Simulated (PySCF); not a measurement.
# SiSH₂: structure of the singlet

Aim: relax SiSH₂ as a singlet from a trigonal planar start, check by its vibrations whether the end is a minimum, and collect its spectrum and constants.

Program: PySCF 2.14.0. Level of theory: PBE0, basis Si def2-TZVP, S def2-TZVP, H def2-TZVP, no relativity, density fitting. These are calculated values, not measurements.

## (1) Starting geometry

4 atoms, charge 0, spin multiplicity 1.

Bond lengths: Si1–S2 2.010 Å, Si1–H3 1.480 Å, Si1–H4 1.480 Å. Angles: S2–Si1–H3 120.0°, S2–Si1–H4 120.0°, H3–Si1–H4 120.0°.

Coordinates in bohr (charge 0 multiplicity 1):
```
Si    0.0000    0.0000    0.0000
S    -1.8992   -3.2894    0.0000
H     2.7968    0.0000    0.0000
H    -1.3984    2.4221    0.0000
```

## (2) First SCF at the start

The steps below are one call of a driver around PySCF. For each, scf.py gives the equivalent set-up of the SCF; relaxations use the driver's own optimiser. After this first run the driver tries any further starts and a stability analysis.

scf.py reads:

```python
from pyscf import gto, scf, dft
mol = gto.M(atom='''
Si     0.000000     0.000000     0.000000
S     -1.005000    -1.740700     0.000000
H      1.480000     0.000000     0.000000
H     -0.740000     1.281700     0.000000''',
    basis={'Si': 'def2-TZVP', 'S': 'def2-TZVP', 'H': 'def2-TZVP'},
    charge=0, spin=0)
mf = dft.RKS(mol, xc='PBE0')
mf.grids.atom_grid = (50, 194)
aux = {'Si': 'def2-universal-JKFIT', 'S': 'def2-universal-JKFIT', 'H': 'def2-universal-JKFIT'}
mf = mf.density_fit(auxbasis=aux)
mf.conv_tol = 1e-08
mf.diis_space = 10
mf.max_cycle = 60
mf.init_guess = 'minao'
mf.verbose = 4
mf.kernel()
```

Command:

```console
> OMP_NUM_THREADS=2 python axn.py task.json out
```

Standard output:

```text
init E= -688.593583245113
  HOMO = -0.297716664218232  LUMO = -0.121630032105884  gap/eV = 4.79156
cycle= 1 E= -688.57180368981  delta_E= 0.0218  |g|= 0.398  |ddm|= 1.58
  HOMO = -0.17238603650269  LUMO = -0.0957750645551414  gap/eV = 2.08469
cycle= 2 E= -688.293324485596  delta_E= 0.278  |g|= 0.957  |ddm|= 1.32
  HOMO = -0.250681733230866  LUMO = -0.10109502155122  gap/eV = 4.07046
cycle= 3 E= -688.635332179265  delta_E= -0.342  |g|= 0.0285  |ddm|= 0.939
  HOMO = -0.257441600160689  LUMO = -0.103527180240508  gap/eV = 4.18822
cycle= 4 E= -688.635398794726  delta_E= -6.66e-05  |g|= 0.0194  |ddm|= 0.0409
  HOMO = -0.256488238951039  LUMO = -0.101430788278467  gap/eV = 4.21933
cycle= 5 E= -688.635529071782  delta_E= -0.00013  |g|= 0.00435  |ddm|= 0.018
  HOMO = -0.257228550503353  LUMO = -0.101468666533766  gap/eV = 4.23844
cycle= 6 E= -688.635534835858  delta_E= -5.76e-06  |g|= 0.000677  |ddm|= 0.0042
  HOMO = -0.257217457737791  LUMO = -0.101403709985387  gap/eV = 4.23991
cycle= 7 E= -688.635534943438  delta_E= -1.08e-07  |g|= 0.000203  |ddm|= 0.000806
  HOMO = -0.257256040118069  LUMO = -0.101427866070324  gap/eV = 4.24030
cycle= 8 E= -688.63553495681  delta_E= -1.34e-08  |g|= 5.21e-05  |ddm|= 0.000249
  HOMO = -0.257258348124903  LUMO = -0.101422931535158  gap/eV = 4.24050
cycle= 9 E= -688.635534957899  delta_E= -1.09e-09  |g|= 6.32e-06  |ddm|= 6.82e-05
  HOMO = -0.257259677246758  LUMO = -0.10142271339862  gap/eV = 4.24054
Extra cycle  E= -688.635534957874  delta_E= 2.47e-11  |g|= 9.8e-06  |ddm|= 1.5e-05
converged SCF energy = -688.635534957874
```

This step, with its further starts and checks, needed 7.2 s of wall time on 2 threads of Intel Xeon at 2.70GHz, shared host.

The test of internal stability found no lower closed-shell solution.

## (3) Relaxation: trigonal planar start, singlet

The program finds C2v symmetry in the start, which this walk keeps.

Changes to scf.py since step 2:

```diff
@@ -3,4 +3,4 @@
-Si     0.000000     0.000000     0.000000
-S     -1.005000    -1.740700     0.000000
-H      1.480000     0.000000     0.000000
-H     -0.740000     1.281700     0.000000''',
+Si     0.506515     0.877308     0.000000
+S     -0.498481    -0.863393     0.000000
+H      1.986508     0.877303     0.000000
+H     -0.233483     2.159018     0.000000''',
@@ -16 +15,0 @@
-mf.init_guess = 'minao'
```

The optimiser's trace:

```
step  energy (Eh)  change (kJ/mol)  largest symmetric gradient (Eh/bohr)
   0  -688.635535             0.00                               0.04172
   1  -688.639628           -10.75                               0.00641
   2  -688.639939           -11.56                               0.00061
   3  -688.639943           -11.57                               0.00021
   4  -688.639943           -11.57                               0.00002
```

The walk took 10 s.

Geometry (Å) and forces (eV/Å) at some steps:

```
step 0
Si   0.507   0.877   0.000  -1.240  -2.145   0.000
S   -0.498  -0.863   0.000   0.888   1.535   0.000
H    1.987   0.877   0.000   0.026   0.392   0.000
H   -0.233   2.159   0.000   0.325   0.218   0.000
step 1
Si   0.477   0.826   0.000   0.069   0.121   0.000
S   -0.487  -0.843   0.000  -0.189  -0.330   0.000
H    1.960   0.914   0.000  -0.026   0.154   0.000
H   -0.189   2.154   0.000   0.146   0.055   0.000
step 2
Si   0.470   0.814   0.000   0.002   0.006   0.000
S   -0.499  -0.864   0.000   0.002   0.000   0.000
H    1.952   0.940   0.000  -0.031   0.014   0.000
H   -0.162   2.160   0.000   0.027  -0.021   0.000
step 3
Si   0.469   0.813   0.000   0.005   0.012   0.000
S   -0.500  -0.865   0.000   0.000  -0.003   0.000
H    1.949   0.943   0.000  -0.009   0.000   0.000
H   -0.158   2.160   0.000   0.004  -0.008   0.000
step 4
Si   0.469   0.813   0.000  -0.001   0.000   0.000
S   -0.500  -0.865   0.000   0.002   0.000   0.000
H    1.949   0.943   0.000  -0.001   0.000   0.000
H   -0.158   2.159   0.000   0.000  -0.001   0.000
```

It settles in C2v symmetry, 11.6 kJ/mol below the start, after 4 steps: Si–H 1.485 Å (×2), Si–S 1.938 Å; H–Si–H 109.9°, H–Si–S 125.0° (×2).

## (4) Vibrations and properties at this point

On the finer grid the gradient is checked again; gradients at displacements of ±0.02 bohr then give force constants and infrared intensities.

Changes to scf.py since step 3:

```diff
@@ -3,4 +3,4 @@
-Si     0.506515     0.877308     0.000000
-S     -0.498481    -0.863393     0.000000
-H      1.986508     0.877303     0.000000
-H     -0.233483     2.159018     0.000000''',
+Si     0.486127     0.841995     0.000000
+S     -0.482904    -0.836412     0.000000
+H      1.965714     0.972200     0.000000
+H     -0.140902     2.188458     0.000000''',
@@ -10 +10 @@
-mf.grids.atom_grid = (50, 194)
+mf.grids.atom_grid = (75, 302)
@@ -13 +13 @@
-mf.conv_tol = 1e-08
+mf.conv_tol = 1e-10
```

This SCF starts from the last density.

Log of the central SCF (cycles and frontier levels):

```text
init E= -688.63995441147
  HOMO = -0.265660672070457  LUMO = -0.0951230612221146  gap/eV = 4.64056
cycle= 1 E= -688.639954411467  delta_E= 2.96e-12  |g|= 4.56e-06  |ddm|= 6.22e-06
  HOMO = -0.265659876399965  LUMO = -0.095123472584774  gap/eV = 4.64053
Extra cycle  E= -688.639954411448  delta_E= 1.89e-11  |g|= 8.44e-06  |ddm|= 1.15e-05
converged SCF energy = -688.639954411448
```

The whole step took 43 s.

Geometry: C2v; Si–H 1.485 Å (×2), Si–S 1.938 Å; H–Si–H 109.9°, H–Si–S 125.0° (×2).

Harmonic modes (main isotopes):

```csv
symmetry,ω (cm⁻¹),IR (km/mol),μ (u),type
b2,619,19.2,1.16,bend
b1,642,19.1,1.16,bend
a1,740,23.5,11.01,stretch
a1,1003,122,1.08,bend
a1,2222,71.7,1.03,stretch
b2,2234,97.9,1.06,stretch
```

All wavenumbers are real: a minimum.

Constants and moments:

- Dipole moment: 2.70 D
- Highest occupied level: -7.23 eV
- Lowest empty level: -2.59 eV
- Rotational constants: 5.654, 0.2677, 0.2556 cm⁻¹
- Zero-point energy: 44.6 kJ/mol
- Principal polarisabilities: 31.3, 38.3, 63.4 bohr³
- Atomisation energy without zero-point energy: 1089 kJ/mol
- Principal traceless quadrupole moments about the centre of mass: -2.47, 0.99, 1.48 D Å
- Entropy at 298.15 K and 1 bar: 247.1 J/(mol K)
- Heat capacity Cp at 298.15 K: 46.1 J/(mol K)
- Enthalpy at 298.15 K above 0 K: 11.02 kJ/mol
- Rotational symmetry number: 2

Charges (e) and bond orders:

```csv
atom,Mulliken,Löwdin,polar tensor,Mayer order to Si1
Si1,0.28,-0.01,0.87,–
S2,-0.31,0.10,-0.49,2.23
"H3,4",0.01,-0.04,-0.19,0.91
```

Mulliken populations on Si1: s 5.28, p 8.08, d 0.33, f 0.03.

## (5) Real-space pictures of the lowest minimum

The plane holds Si1 at (0.00, 0.00), S2 at (1.94, 0.00), H3 at (-0.85, 1.22), H4 at (-0.85, -1.22) Å. Columns run from x = -2.85 to 4.35 Å, rows from y = 3.45 (top) to -3.15 Å, in steps of 0.3 Å.

Density (cut at 5 e/Å³):

Ten steps from '0' (0.000 e/Å³) to '9' (5.000 e/Å³), finer at the low end (step k begins (100^(k/10) - 1)/99 of the way up):
```
0000000000000000000000000
0000000000000000000000000
0000000000000000000000000
0000000000000000000000000
0000001110000000000000000
0000012221100000000000000
0000134442111111111000000
0001246754322223322100000
0001246765433344443210000
0001245665444556665321000
0000134568855667876431000
0000123589986679997531000
0000123589986679997531000
0000134568855667876431000
0001245665444556665321000
0001246765433344443210000
0001246754322223322100000
0000134442111111111000000
0000012221100000000000000
0000001110000000000000000
0000000000000000000000000
0000000000000000000000000
0000000000000000000000000
```

ELF (0 where the density is under 0.005 e/Å³):

Ten even steps from '0' (0.00) to '9' (1.00):
```
0000000000000000000000000
0000000000000000000000000
0000000000000000000000000
0000089972000000000000000
0006999996100001220000000
0009999998200024554300000
0079999999400146776531000
0089999999511467888753000
0079999999524678999874100
0037999993126788899875200
0002589813306861018886300
0000134138824826754886310
0000134138824826754886310
0002589813306861018886300
0037999993126788899875200
0079999999524678999874100
0089999999511467888753000
0079999999400146776531000
0009999998200024554300000
0006999996100001220000000
0000089972000000000000000
0000000000000000000000000
0000000000000000000000000
```

Electrostatic potential (cut at 20 V):

Ten steps from '0' (-0.96 V) to '9' (20.00 V), finer at the low end (step k begins (100^(k/10) - 1)/99 of the way up):
```
4444444433333333332223333
4444444443333332222222233
4444444444333322222222223
4444444444433322211222222
4444445544433321111112222
4444556655443321000011222
4444578876554321000011222
4445689987665444433211222
4445679998887667765432222
4445578999998789998643222
4445568999999999999853222
4445578999999999999864322
4445578999999999999864322
4445568999999999999853222
4445578999998789998643222
4445679998887667765432222
4445689987665444433211222
4444578876554321000011222
4444556655443321000011222
4444445544433321111112222
4444444444433322211222222
4444444444333322222222223
4444444443333332222222233
```

Along Si1–S2 (1.938 Å) the density is least, 0.90 e/Å³, about 0.68 Å from Si1; ELF there is 0.16.

Values on the line from Si1 (at 0) through S2 (at 1.938 Å):

```
distance (Å)  density (e/Å³)     ELF  electrostatic potential (V)
       -0.68           0.542   0.062                         35.1
       -0.48            2.28   0.304                         70.6
       -0.29            21.5   0.867                          188
       -0.10             157   0.217                     1.23e+03
        0.19            56.6   0.779                          402
        0.39            6.99   0.697                          108
        0.58            1.16  0.0786                         48.1
        0.78           0.904   0.495                         25.7
        0.97            1.07   0.829                           19
        1.16            1.29   0.765                         26.2
        1.36            1.51   0.213                         53.7
        1.55            5.11   0.275                          128
        1.74            69.8   0.844                          451
        2.03             197   0.244                     1.38e+03
        2.23            19.4   0.794                          217
        2.42            1.95   0.081                         80.4
        2.62             1.1   0.625                         34.4
        2.81           0.677   0.873                         14.9
        3.00           0.356   0.856                         6.26
```

Making the fields took 1.6 s.

## (6) Summary of results

```
                                 quantity                                                               value
                                  minimum                                                        singlet, C2v
                                 geometry  Si–H 1.485 Å (×2), Si–S 1.938 Å; H–Si–H 109.9°, H–Si–S 125.0° (×2)
                       wavenumbers (cm⁻¹)       619 (b2), 642 (b1), 740 (a1), 1003 (a1), 2222 (a1), 2234 (b2)
                            dipole moment                                                              2.70 D
     highest occupied, lowest empty level                                                     -7.23, -2.59 eV
               polar-tensor charge of Si1                                                             +0.87 e
                        zero-point energy                                                         44.6 kJ/mol
                      entropy at 298.15 K                                                     247.1 J/(mol K)
atomisation energy (no zero-point energy)                                                         1089 kJ/mol
```

The trigonal planar start keeps its C2v symmetry and ends in a minimum. In the infrared the band at 1003 cm⁻¹ (a1, bend) leads. Only this shape and spin were tried, so other structures or states may lie lower.

The search up to here needed 60 s of wall time on 2 threads of Intel Xeon at 2.70GHz, shared host.
